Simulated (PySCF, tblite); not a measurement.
# C4H6N2: bond homolysis, EPR parameters, part 2 of 3

tblite 0.8.0 and PySCF 2.14.0. Atoms count from 0. Earlier steps stand in the parts before.

## (11) Vibrational analysis with GFN2-xTB

The job: settings as JSON, then the geometry in Å.

```
{"job": {"kind": "ir", "xc": "GFN2-xTB", "basis": "xTB"}, "charge": 0, "multiplicity": 2}
C     -1.555466    -0.307402    -0.133940
N     -0.242279    -0.076189    -0.018389
C      0.789618    -0.962801    -0.228585
C      1.943319    -0.272082     0.002303
N      1.660326     1.016853     0.351995
C      0.364355     1.111632     0.334162
H     -1.896461    -1.281187    -0.423895
H     -2.244651     0.490770     0.056103
H      0.612590    -1.977893    -0.517625
H      2.956970    -0.613081    -0.060013
H     -0.194024     1.996099     0.564905
```

What it wrote:

```text
mode    cm-1     km/mol
  1     252.2      0.80
  2     359.5      0.60
  3     393.7      0.08
  4     520.0     55.88
  5     591.1      3.50
  6     623.5      7.88
  7     718.8      0.33
  8     739.8      5.01
  9     758.2     10.28
 10     821.8      2.96
 11     870.8      7.98
 12     987.9      5.08
 13    1003.8     12.24
 14    1077.8      0.54
 15    1116.3      4.43
 16    1163.5      1.09
 17    1270.9     22.53
 18    1300.3      8.43
 19    1368.9      0.31
 20    1439.5     47.66
 21    1511.2     69.88
 22    1517.0      2.18
 23    3145.4      0.03
 24    3173.5      9.66
 25    3178.9     10.29
 26    3189.1     11.90
 27    3196.7     17.90
ZPE 217.063  H(298)-E 232.996  G(298)-E 141.986 kJ/mol  S 305.25 J/(mol K)
```

Wall time 0.2 s (1 thread of Arm Neoverse V2, shared host).

The strongest bands and the atoms that carry them (share of the mass-weighted mode):

| cm⁻¹ | km/mol | atoms |
| --- | --- | --- |
| 520 | 55.9 | H7 43 %, H6 33 %, C0 23 % |
| 1004 | 12.2 | C2 36 %, C5 21 %, H9 13 % |
| 1271 | 22.5 | N1 45 %, C5 18 % |
| 1440 | 47.7 | N1 17 %, C3 17 %, C5 15 %, C0 15 % |
| 1511 | 69.9 | C5 33 %, N4 27 %, C3 17 % |
| 3179 | 10.3 | H10 91 % |
| 3189 | 11.9 | H8 69 %, H9 19 % |
| 3197 | 17.9 | H7 46 %, H6 40 %, C0 10 % |

## (12) Geometry optimisation at BP86-D3(BJ)/def2-SVP

This step treats C₄H₅N₂ radical, labelled `[CH2]n1ccnc1` (the label fixes atoms and charge, not where charge and spin sit).

Settings changed since step 11:

```diff
@@ -1,2 +1,2 @@
-{"job": {"kind": "ir", "xc": "GFN2-xTB", "basis": "xTB"}, "charge": 0, "multiplicity": 2}
+{"job": {"xc": "BP86", "basis": "def2-SVP", "d3": "d3bj", "grid": 1, "kind": "geom"}, "charge": 0, "multiplicity": 2}
 C     -1.555466    -0.307402    -0.133940
```

What it wrote:

```text
step   0  E = -264.68958463  max force = 0.020099
step   1  E = -264.69534075  max force = 0.003189
step   2  E = -264.69536600  max force = 0.000229
step   3  E = -264.69536686  max force = 0.000051
optimisation converged
```

Run time: 23 s. Hardware: 1 thread of Arm Neoverse V2, shared host.

The steps of the relaxation:

| step | energy from step 0 (eV) | largest force component (eV/Å) |
| --- | --- | --- |
| 0 | 0.0000 | 1.0335 |
| 1 | -0.1566 | 0.1640 |
| 2 | -0.1573 | 0.0118 |
| 3 | -0.1573 | 0.0026 |

Distances of close pairs at the start and the end, largest changes first:

| bond | before (Å) | after (Å) | change (Å) |
| --- | --- | --- | --- |
| C0–N1 | 1.338 | 1.377 | +0.038 |
| C5–H10 | 1.071 | 1.099 | +0.028 |
| C3–H9 | 1.071 | 1.098 | +0.027 |
| C2–H8 | 1.070 | 1.095 | +0.025 |
| C0–H7 | 1.072 | 1.096 | +0.025 |
| C0–H6 | 1.072 | 1.096 | +0.024 |
| N1–C2 | 1.377 | 1.399 | +0.022 |
| N1–C5 | 1.380 | 1.400 | +0.021 |

The next job starts from the end point, and lists it.

| at the end point | value |
| --- | --- |
| point group (found at 0.08 Å tolerance) | Cs |
| rotational constants (GHz, main isotopes) | 9.177, 3.845, 2.710 |
| dipole moment (D) | 3.04 |
| ⟨S²⟩ | 0.754 |

## (13) Single point (C4H5N2 radical, [CH2]n1ccnc1): wB97X-D3(BJ)/def2-TZVP

Geometry: BP86-D3(BJ)/def2-SVP.

The job: settings as JSON, then the geometry in Å.

```
{"job": {"kind": "sp", "xc": "wB97X", "basis": "def2-TZVP", "d3": "d3bj", "grid": 2}, "charge": 0, "multiplicity": 2}
C     -1.587763    -0.315011    -0.131421
N     -0.236484    -0.076835    -0.018963
C      0.811379    -0.977648    -0.235483
C      1.974136    -0.264122     0.001159
N      1.687298     1.044039     0.355990
C      0.371722     1.132893     0.337699
H     -1.925407    -1.315618    -0.423428
H     -2.278412     0.511359     0.072389
H      0.618206    -2.014332    -0.530934
H      3.008091    -0.627292    -0.066121
H     -0.231306     2.022479     0.565821
```

What it wrote:

```text
coarse grid: 9568 points
cycle   1  E = -265.0211673065  dE =  1.223e+00  |g| = 3.326e-01  |ddm| = 1.833e+00
cycle   2  E = -265.0170817109  dE =  4.086e-03  |g| = 4.057e-01  |ddm| = 4.584e-01
cycle   3  E = -265.0845430941  dE = -6.746e-02  |g| = 3.529e-02  |ddm| = 2.286e-01
cycle   4  E = -265.0859592370  dE = -1.416e-03  |g| = 1.678e-02  |ddm| = 6.451e-02
cycle   5  E = -265.0863016335  dE = -3.424e-04  |g| = 8.982e-03  |ddm| = 2.561e-02
cycle   6  E = -265.0864280517  dE = -1.264e-04  |g| = 3.831e-03  |ddm| = 1.509e-02
cycle   7  E = -265.0864748145  dE = -4.676e-05  |g| = 1.612e-03  |ddm| = 1.146e-02
cycle   8  E = -265.0864813949  dE = -6.580e-06  |g| = 7.842e-04  |ddm| = 3.805e-03
final grid: 93680 points
cycle   9  E = -265.0672623892  dE = -4.483e-05  |g| = 1.674e-03  |ddm| = 2.804e-02
cycle  10  E = -265.0672642562  dE = -1.867e-06  |g| = 1.034e-03  |ddm| = 3.148e-03
cycle  11  E = -265.0672649324  dE = -6.762e-07  |g| = 4.170e-04  |ddm| = 8.586e-04
cycle  12  E = -265.0672652743  dE = -3.418e-07  |g| = 2.760e-04  |ddm| = 6.941e-04
cycle  13  E = -265.0672654541  dE = -1.799e-07  |g| = 1.715e-04  |ddm| = 4.803e-04
cycle  14  E = -265.0672655969  dE = -1.428e-07  |g| = 1.068e-04  |ddm| = 6.303e-04
cycle  15  E = -265.0672656321  dE = -3.518e-08  |g| = 5.201e-05  |ddm| = 2.925e-04
cycle  16  E = -265.0672656477  dE = -1.562e-08  |g| = 2.712e-05  |ddm| = 2.333e-04
cycle  17  E = -265.0672656509  dE = -3.162e-09  |g| = 1.387e-05  |ddm| = 1.005e-04
converged SCF energy = -265.0672656509
```

It took 26 s on 1 thread of Arm Neoverse V2, shared host; peak memory 0.79 GiB.

## (14) Optimising the geometry with GFN2-xTB

This step treats C4H5N2 radical, labelled `Cn1c[c]nc1` (the label fixes atoms and charge, not where charge and spin sit).

The job: settings as JSON, then the geometry in Å.

```
{"job": {"kind": "relax", "xc": "GFN2-xTB", "basis": "xTB"}, "charge": 0, "multiplicity": 2}
C     -1.665400    -0.130700    -0.112500
N     -0.253700     0.062600    -0.039300
C      0.735600    -0.952700    -0.052300
C      1.934700    -0.276500     0.049000
N      1.744800     1.066400     0.195600
C      0.425200     1.243200     0.121400
H     -2.172400     0.872100    -0.076200
H     -1.950500    -0.604900    -1.057800
H     -2.053700    -0.748100     0.732000
H      0.438700    -2.004100    -0.161800
H     -0.102200     2.201700     0.182800
```

What it wrote:

```text
step      E/eV     max force
  0    -458.39112    1.960
  1    -458.51035    0.844
  2    -458.54014    0.435
  3    -458.55638    0.218
  4    -458.55799    0.093
  5    -458.55879    0.074
  6    -458.55944    0.069
  7    -458.55968    0.037
  8    -458.55977    0.023
  9    -458.55984    0.025
 10    -458.55989    0.021
 11    -458.55991    0.013
 12    -458.55994    0.017
 13    -458.55997    0.019
 14    -458.56001    0.024
 15    -458.56005    0.017
 16    -458.56006    0.010
```

Run time: 0.05 s. Hardware: 1 thread of Arm Neoverse V2, shared host.

The steps of the relaxation:

| step | energy from step 0 (eV) | largest force (eV/Å) |
| --- | --- | --- |
| 0 | 0.0000 | 1.9596 |
| 1 | -0.1192 | 0.8439 |
| 2 | -0.1490 | 0.4347 |
| 3 | -0.1653 | 0.2181 |
| 4 | -0.1669 | 0.0927 |
| 5 | -0.1677 | 0.0738 |
| 6 | -0.1683 | 0.0693 |
| 7 | -0.1686 | 0.0372 |
| 8 | -0.1687 | 0.0230 |
| 9 | -0.1687 | 0.0245 |
| 10 | -0.1688 | 0.0210 |
| 11 | -0.1688 | 0.0130 |
| 12 | -0.1688 | 0.0170 |
| 13 | -0.1689 | 0.0193 |
| 14 | -0.1689 | 0.0241 |
| 15 | -0.1689 | 0.0171 |
| 16 | -0.1689 | 0.0097 |

Distances of close pairs at the start and the end, largest changes first:

| bond | before (Å) | after (Å) | change (Å) |
| --- | --- | --- | --- |
| N1–C2 | 1.418 | 1.382 | -0.036 |
| C3–N4 | 1.364 | 1.328 | -0.036 |
| C0–H6 | 1.124 | 1.089 | -0.035 |
| C2–H9 | 1.098 | 1.069 | -0.029 |
| N4–C5 | 1.333 | 1.310 | -0.024 |
| C5–H10 | 1.096 | 1.072 | -0.024 |
| C0–H8 | 1.116 | 1.093 | -0.023 |
| C2–C3 | 1.380 | 1.357 | -0.023 |

The next job starts from the end point, and lists it.

## (15) Harmonic vibrations with GFN2-xTB

The job: settings as JSON, then the geometry in Å.

```
{"job": {"kind": "ir", "xc": "GFN2-xTB", "basis": "xTB"}, "charge": 0, "multiplicity": 2}
C     -1.671183    -0.122514    -0.111455
N     -0.250692     0.062576    -0.019732
C      0.708846    -0.930695    -0.057067
C      1.889326    -0.272542     0.065702
N      1.714103     1.039793     0.174308
C      0.419714     1.231328     0.121241
H     -2.160387     0.849735    -0.069956
H     -1.933009    -0.611827    -1.052186
H     -2.032830    -0.737893     0.715689
H      0.461944    -1.964702    -0.166763
H     -0.064828     2.185716     0.181111
```

What it wrote:

```text
mode    cm-1     km/mol
  1      64.0      0.05
  2     223.0      0.05
  3     330.3      0.24
  4     545.5      0.31
  5     600.5      7.95
  6     682.9      0.03
  7     737.0      4.93
  8     759.8      4.80
  9     809.3     44.30
 10     994.8     17.45
 11    1042.3      5.74
 12    1082.7      3.57
 13    1102.9      0.00
 14    1141.3      0.79
 15    1301.5      2.65
 16    1356.0     17.25
 17    1391.0      1.00
 18    1406.5      4.24
 19    1453.7     75.80
 20    1458.7      8.50
 21    1479.0     37.18
 22    1486.7     44.29
 23    2974.9     18.65
 24    2990.7     22.92
 25    3027.5     10.77
 26    3156.7     11.16
 27    3195.4     13.00
ZPE 220.080  H(298)-E 236.956  G(298)-E 143.118 kJ/mol  S 314.74 J/(mol K)
```

Run time: 0.18 s. Hardware: 1 thread of Arm Neoverse V2, shared host.

The strongest bands and the atoms that carry them (share of the mass-weighted mode):

| cm⁻¹ | km/mol | atoms |
| --- | --- | --- |
| 809 | 44.3 | N4 41 %, C3 29 %, C2 14 %, C5 11 % |
| 995 | 17.4 | C2 43 %, C5 26 % |
| 1356 | 17.2 | C3 32 %, N4 19 %, N1 18 %, C2 14 % |
| 1454 | 75.8 | N1 28 %, C5 21 %, C2 16 % |
| 1479 | 37.2 | H8 36 %, H7 35 % |
| 1487 | 44.3 | C3 34 %, C2 24 %, C5 18 %, N4 12 % |
| 2975 | 18.6 | H8 57 %, H7 34 % |
| 2991 | 22.9 | H7 59 %, H8 36 % |

## (16) Optimising the geometry at BP86-D3(BJ)/def2-SVP

This step treats C₄H₅N₂ radical, labelled `Cn1c[c]nc1` (the label fixes atoms and charge, not where charge and spin sit).

Settings changed since step 15:

```diff
@@ -1,2 +1,2 @@
-{"job": {"kind": "ir", "xc": "GFN2-xTB", "basis": "xTB"}, "charge": 0, "multiplicity": 2}
+{"job": {"xc": "BP86", "basis": "def2-SVP", "d3": "d3bj", "grid": 1, "kind": "geom"}, "charge": 0, "multiplicity": 2}
 C     -1.671183    -0.122514    -0.111455
```

What it wrote:

```text
step   0  E = -264.65758574  max force = 0.028129
step   1  E = -264.66166695  max force = 0.002549
step   2  E = -264.66168778  max force = 0.000178
step   3  E = -264.66168798  max force = 0.000047
optimisation converged
```

Wall time 22 s (1 thread of Arm Neoverse V2, shared host).

Along the way:

| step | energy from step 0 (eV) | largest force component (eV/Å) |
| --- | --- | --- |
| 0 | 0.0000 | 1.4465 |
| 1 | -0.1111 | 0.1311 |
| 2 | -0.1116 | 0.0092 |
| 3 | -0.1116 | 0.0024 |

Distances of close pairs at the start and the end, largest changes first:

| bond | before (Å) | after (Å) | change (Å) |
| --- | --- | --- | --- |
| C2–C3 | 1.357 | 1.386 | +0.029 |
| C5–H10 | 1.072 | 1.099 | +0.027 |
| N4–C5 | 1.310 | 1.336 | +0.026 |
| C2–H9 | 1.069 | 1.095 | +0.026 |
| N1–C5 | 1.355 | 1.376 | +0.021 |
| C0–N1 | 1.435 | 1.454 | +0.018 |
| C0–H6 | 1.089 | 1.107 | +0.018 |
| C0–H7 | 1.092 | 1.109 | +0.017 |

The final coordinates are the input of the step that follows.

| at the end point | value |
| --- | --- |
| point group (found at 0.08 Å tolerance) | Cs |
| rotational constants (GHz, main isotopes) | 9.403, 3.721, 2.713 |
| dipole moment (D) | 4.64 |
| ⟨S²⟩ | 0.755 |

## (17) Single point (C₄H₅N₂ radical, Cn1c[c]nc1): wB97X-D3(BJ)/def2-TZVP

Geometry: BP86-D3(BJ)/def2-SVP.

The job: settings as JSON, then the geometry in Å.

```
{"job": {"kind": "sp", "xc": "wB97X", "basis": "def2-TZVP", "d3": "d3bj", "grid": 2}, "charge": 0, "multiplicity": 2}
C     -1.681338    -0.119864    -0.118036
N     -0.241680     0.057936    -0.022811
C      0.724734    -0.951771    -0.059421
C      1.922143    -0.267025     0.074651
N      1.750787     1.048380     0.187094
C      0.431223     1.248473     0.128245
H     -2.171829     0.871234    -0.073402
H     -1.957223    -0.606610    -1.076013
H     -2.060842    -0.739318     0.720643
H      0.461153    -2.008097    -0.172857
H     -0.089983     2.214053     0.187463
```

What it wrote:

```text
coarse grid: 9568 points
cycle   1  E = -264.9937379478  dE =  1.243e+00  |g| = 3.041e-01  |ddm| = 1.827e+00
cycle   2  E = -264.9990573196  dE = -5.319e-03  |g| = 3.520e-01  |ddm| = 4.063e-01
cycle   3  E = -265.0502937762  dE = -5.124e-02  |g| = 4.347e-02  |ddm| = 1.982e-01
cycle   4  E = -265.0517060175  dE = -1.412e-03  |g| = 2.141e-02  |ddm| = 6.823e-02
cycle   5  E = -265.0520343145  dE = -3.283e-04  |g| = 9.510e-03  |ddm| = 2.519e-02
cycle   6  E = -265.0521356943  dE = -1.014e-04  |g| = 3.595e-03  |ddm| = 1.402e-02
cycle   7  E = -265.0521727193  dE = -3.703e-05  |g| = 2.032e-03  |ddm| = 9.021e-03
cycle   8  E = -265.0521866525  dE = -1.393e-05  |g| = 1.066e-03  |ddm| = 5.334e-03
cycle   9  E = -265.0521921129  dE = -5.460e-06  |g| = 6.318e-04  |ddm| = 3.979e-03
final grid: 93680 points
cycle  10  E = -265.0325893630  dE = -4.264e-05  |g| = 1.841e-03  |ddm| = 3.051e-02
cycle  11  E = -265.0325907982  dE = -1.435e-06  |g| = 1.399e-03  |ddm| = 3.390e-03
cycle  12  E = -265.0325917066  dE = -9.084e-07  |g| = 4.194e-04  |ddm| = 9.196e-04
cycle  13  E = -265.0325920079  dE = -3.013e-07  |g| = 2.831e-04  |ddm| = 6.120e-04
cycle  14  E = -265.0325921892  dE = -1.813e-07  |g| = 1.843e-04  |ddm| = 4.415e-04
cycle  15  E = -265.0325923668  dE = -1.776e-07  |g| = 1.286e-04  |ddm| = 6.992e-04
cycle  16  E = -265.0325924215  dE = -5.477e-08  |g| = 3.240e-05  |ddm| = 4.814e-04
cycle  17  E = -265.0325924261  dE = -4.570e-09  |g| = 1.521e-05  |ddm| = 1.485e-04
converged SCF energy = -265.0325924261
```

Run time: 25 s. Hardware: 1 thread of Arm Neoverse V2, shared host.

## (18) Relaxing the molecule with GFN2-xTB

This step treats C₄H₅N₂ radical, labelled `Cn1[c]ncc1` (the label fixes atoms and charge, not where charge and spin sit).

The job: settings as JSON, then the geometry in Å.

```
{"job": {"kind": "relax", "xc": "GFN2-xTB", "basis": "xTB"}, "charge": 0, "multiplicity": 2}
C     -1.665400    -0.130700    -0.112500
N     -0.253700     0.062600    -0.039300
C      0.735600    -0.952700    -0.052300
C      1.934700    -0.276500     0.049000
N      1.744800     1.066400     0.195600
C      0.425200     1.243200     0.121400
H     -2.172400     0.872100    -0.076200
H     -1.950500    -0.604900    -1.057800
H     -2.053700    -0.748100     0.732000
H      0.438700    -2.004100    -0.161800
H      2.933600    -0.741900     0.074100
```

What it wrote:

```text
step      E/eV     max force
  0    -458.33634    2.818
  1    -458.49526    1.045
  2    -458.52946    0.519
  3    -458.54560    0.216
  4    -458.54685    0.108
  5    -458.54784    0.093
  6    -458.54868    0.056
  7    -458.54887    0.043
  8    -458.54904    0.034
  9    -458.54915    0.033
 10    -458.54921    0.020
 11    -458.54923    0.014
 12    -458.54926    0.016
 13    -458.54928    0.017
 14    -458.54929    0.014
 15    -458.54930    0.010
 16    -458.54931    0.009
```

Wall time 0.05 s (1 thread of Arm Neoverse V2, shared host).

The steps of the relaxation:

| step | energy from step 0 (eV) | largest force (eV/Å) |
| --- | --- | --- |
| 0 | 0.0000 | 2.8179 |
| 1 | -0.1589 | 1.0452 |
| 2 | -0.1931 | 0.5188 |
| 3 | -0.2093 | 0.2159 |
| 4 | -0.2105 | 0.1082 |
| 5 | -0.2115 | 0.0935 |
| 6 | -0.2123 | 0.0564 |
| 7 | -0.2125 | 0.0426 |
| 8 | -0.2127 | 0.0340 |
| 9 | -0.2128 | 0.0333 |
| 10 | -0.2129 | 0.0195 |
| 11 | -0.2129 | 0.0142 |
| 12 | -0.2129 | 0.0163 |
| 13 | -0.2129 | 0.0169 |
| 14 | -0.2129 | 0.0144 |
| 15 | -0.2130 | 0.0102 |
| 16 | -0.2130 | 0.0092 |

Close pairs (by a distance rule), those that changed most:

| bond | before (Å) | after (Å) | change (Å) |
| --- | --- | --- | --- |
| N4–C5 | 1.333 | 1.281 | -0.052 |
| N1–C2 | 1.418 | 1.381 | -0.036 |
| C0–H6 | 1.124 | 1.088 | -0.036 |
| C3–H10 | 1.102 | 1.071 | -0.031 |
| N1–C5 | 1.371 | 1.341 | -0.030 |
| C2–H9 | 1.098 | 1.072 | -0.026 |
| C0–H8 | 1.116 | 1.093 | -0.023 |
| C2–C3 | 1.380 | 1.366 | -0.014 |

The final coordinates are the input of the step that follows.

## (19) Vibrational analysis with GFN2-xTB

The job: settings as JSON, then the geometry in Å.

```
{"job": {"kind": "ir", "xc": "GFN2-xTB", "basis": "xTB"}, "charge": 0, "multiplicity": 2}
C     -1.666893    -0.119730    -0.111070
N     -0.246776     0.062386    -0.020042
C      0.710844    -0.932445    -0.059143
C      1.918102    -0.305220     0.062350
N      1.713591     1.044768     0.173297
C      0.443643     1.203740     0.119829
H     -2.152779     0.853372    -0.069192
H     -1.929967    -0.608545    -1.052016
H     -2.028479    -0.734184     0.716930
H      0.446895    -1.965419    -0.166794
H      2.908591    -0.713387     0.078082
```

What it wrote:

```text
mode    cm-1     km/mol
  1      44.1      0.26
  2     215.1      0.46
  3     320.7      0.69
  4     443.5      2.04
  5     584.0      0.74
  6     675.9      9.94
  7     752.2      3.16
  8     795.5     51.16
  9     803.6      6.38
 10    1006.6      9.85
 11    1052.9      0.69
 12    1061.6     11.95
 13    1106.1      0.09
 14    1113.7      7.58
 15    1234.4     12.51
 16    1317.2      5.90
 17    1401.4      3.38
 18    1425.8     12.42
 19    1460.4      9.04
 20    1473.7      8.98
 21    1488.4     28.49
 22    1548.1    123.16
 23    2973.2     21.01
 24    2988.6     28.98
 25    3038.5      9.59
 26    3158.2      8.99
 27    3172.1     22.24
ZPE 219.250  H(298)-E 236.500  G(298)-E 141.839 kJ/mol  S 317.50 J/(mol K)
```

Run time: 0.19 s. Hardware: 1 thread of Arm Neoverse V2, shared host.

Which atoms move in the most intense modes:

| cm⁻¹ | km/mol | atoms |
| --- | --- | --- |
| 796 | 51.2 | N4 36 %, C3 30 %, C2 13 % |
| 1234 | 12.5 | C3 40 %, N4 26 %, N1 10 % |
| 1426 | 12.4 | N1 33 %, C5 13 %, C3 13 % |
| 1488 | 28.5 | C2 32 %, N1 19 %, C3 19 % |
| 1548 | 123.2 | C5 51 %, N4 35 % |
| 2973 | 21.0 | H8 53 %, H7 39 % |
| 2989 | 29.0 | H7 55 %, H8 41 % |
| 3172 | 22.2 | H10 46 %, H9 45 % |

## (20) Optimising the geometry at BP86-D3(BJ)/def2-SVP

This step treats C4H5N2 radical, labelled `Cn1[c]ncc1` (the label fixes atoms and charge, not where charge and spin sit).

Settings changed since step 19:

```diff
@@ -1,2 +1,2 @@
-{"job": {"kind": "ir", "xc": "GFN2-xTB", "basis": "xTB"}, "charge": 0, "multiplicity": 2}
+{"job": {"xc": "BP86", "basis": "def2-SVP", "d3": "d3bj", "grid": 1, "kind": "geom"}, "charge": 0, "multiplicity": 2}
 C     -1.666893    -0.119730    -0.111070
```

What it wrote:

```text
step   0  E = -264.65747631  max force = 0.025884
step   1  E = -264.66124912  max force = 0.002584
step   2  E = -264.66126650  max force = 0.000127
step   3  E = -264.66126657  max force = 0.000070
optimisation converged
```

Run time: 22 s. Hardware: 1 thread of Arm Neoverse V2, shared host.

Along the way:

| step | energy from step 0 (eV) | largest force component (eV/Å) |
| --- | --- | --- |
| 0 | 0.0000 | 1.3310 |
| 1 | -0.1027 | 0.1329 |
| 2 | -0.1031 | 0.0065 |
| 3 | -0.1031 | 0.0036 |

Distances of close pairs at the start and the end, largest changes first:

| bond | before (Å) | after (Å) | change (Å) |
| --- | --- | --- | --- |
| N1–C5 | 1.341 | 1.368 | +0.027 |
| C3–H10 | 1.071 | 1.097 | +0.026 |
| C2–H9 | 1.072 | 1.097 | +0.025 |
| C3–N4 | 1.370 | 1.394 | +0.024 |
| C2–C3 | 1.366 | 1.387 | +0.021 |
| N1–C2 | 1.381 | 1.401 | +0.020 |
| C0–N1 | 1.435 | 1.453 | +0.019 |
| C0–H6 | 1.088 | 1.106 | +0.017 |

The end geometry stands in the next job.

| at the end point | value |
| --- | --- |
| point group (found at 0.08 Å tolerance) | Cs |
| rotational constants (GHz, main isotopes) | 9.846, 3.573, 2.667 |
| dipole moment (D) | 3.75 |
| ⟨S²⟩ | 0.755 |

## (21) Single point (C₄H₅N₂ radical, Cn1[c]ncc1): wB97X-D3(BJ)/def2-TZVP

Geometry: BP86-D3(BJ)/def2-SVP.

The job: settings as JSON, then the geometry in Å.

```
{"job": {"kind": "sp", "xc": "wB97X", "basis": "def2-TZVP", "d3": "d3bj", "grid": 2}, "charge": 0, "multiplicity": 2}
C     -1.687326    -0.114506    -0.118923
N     -0.247011     0.055585    -0.024406
C      0.725175    -0.953029    -0.058260
C      1.943925    -0.303992     0.074330
N      1.722269     1.067820     0.187429
C      0.449007     1.223691     0.125760
H     -2.163971     0.882050    -0.073621
H     -1.966766    -0.599873    -1.076762
H     -2.070250    -0.731032     0.720585
H      0.457739    -2.010666    -0.171236
H      2.952756    -0.735444     0.094062
```

What it wrote:

```text
coarse grid: 9568 points
cycle   1  E = -264.9932943128  dE =  1.234e+00  |g| = 3.145e-01  |ddm| = 1.849e+00
cycle   2  E = -264.9865510458  dE =  6.743e-03  |g| = 3.944e-01  |ddm| = 4.479e-01
cycle   3  E = -265.0505070730  dE = -6.396e-02  |g| = 4.211e-02  |ddm| = 2.159e-01
cycle   4  E = -265.0519527639  dE = -1.446e-03  |g| = 1.658e-02  |ddm| = 7.321e-02
cycle   5  E = -265.0522124413  dE = -2.597e-04  |g| = 7.899e-03  |ddm| = 2.716e-02
cycle   6  E = -265.0522857253  dE = -7.328e-05  |g| = 3.461e-03  |ddm| = 1.263e-02
cycle   7  E = -265.0523128926  dE = -2.717e-05  |g| = 1.869e-03  |ddm| = 8.313e-03
cycle   8  E = -265.0523229765  dE = -1.008e-05  |g| = 1.078e-03  |ddm| = 4.203e-03
cycle   9  E = -265.0523274474  dE = -4.471e-06  |g| = 6.259e-04  |ddm| = 3.186e-03
final grid: 93680 points
cycle  10  E = -265.0329375110  dE = -4.116e-05  |g| = 1.733e-03  |ddm| = 2.814e-02
cycle  11  E = -265.0329388823  dE = -1.371e-06  |g| = 1.234e-03  |ddm| = 3.082e-03
cycle  12  E = -265.0329395947  dE = -7.125e-07  |g| = 4.580e-04  |ddm| = 8.457e-04
cycle  13  E = -265.0329398592  dE = -2.645e-07  |g| = 2.988e-04  |ddm| = 5.659e-04
cycle  14  E = -265.0329400221  dE = -1.629e-07  |g| = 1.668e-04  |ddm| = 4.157e-04
cycle  15  E = -265.0329401750  dE = -1.529e-07  |g| = 1.018e-04  |ddm| = 6.915e-04
cycle  16  E = -265.0329402049  dE = -2.989e-08  |g| = 2.952e-05  |ddm| = 3.180e-04
cycle  17  E = -265.0329402089  dE = -3.975e-09  |g| = 1.473e-05  |ddm| = 1.312e-04
converged SCF energy = -265.0329402089
```

Run time: 24 s. Hardware: 1 thread of Arm Neoverse V2, shared host.

(Continued in part 3 of 3.)
